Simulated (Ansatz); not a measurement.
[BH2···H···CH2], triplet: reading a ladder of total energies

Geometry: a point of a hydrogen-transfer path between rigid fragments, not a stationary point.

```xyz
7

B    -1.3413    0.0000    0.0000
H    -1.9380    1.0336    0.0000
H    -1.9380   -1.0336    0.0000
H     0.0287    0.0000    0.0000
C     1.2507    0.0000    0.0000
H     1.6652    0.0000    0.9962
H     1.6652    0.0000   -0.9962
```

Basis cc-pVDZ; Ansatz 0.2.0. Only valence electrons are correlated (noble-gas cores frozen), which leaves 12 electrons in 51 orbitals. Prefix R: restricted or restricted open-shell reference; prefix U: unrestricted.

Full CI isn't at hand for all of this; UCCSDT(Q) serves as the reference, and is uncertain by about the last step of the cluster series.

Runs differ by some tens of microhartree through their thresholds and, for an open shell, their frozen cores, so steps under 0.03 kcal/mol mean nothing.

| level | total energy (hartree) |
| --- | --- |
| UHF | -65.265880 |
| UMP2 | -65.470515 |
| UCCSD | -65.514004 |
| UCCSD(T) | -65.519048 |
| UCCSDT | -65.520010 |
| UCCSDT(Q) | -65.520232 |

Task: What is the correlation energy at UCCSDT(Q), and what share of it do UMP2 and UCCSD(T) recover?

Result: E(corr) = -65.520232 − (-65.265880) = -0.254352 hartree = -6.921 eV. UMP2: -0.204635 / -0.254352 = 80.45 %. UCCSD(T): -0.253168 / -0.254352 = 99.53 %.

Task: By how many kcal/mol does UCCSD(T) miss UCCSDT(Q) (1 hartree = 627.509 kcal/mol), and which steps make up the rest?

Result: -65.519048 − (-65.520232) = 0.001184 hartree = 0.74 kcal/mol. Steps: UCCSDT − UCCSD(T) = -0.60, UCCSDT(Q) − UCCSDT = -0.14 kcal/mol. That is within 1 kcal/mol of the reference in this basis, which itself misses far more of the correlation at the basis-set limit.
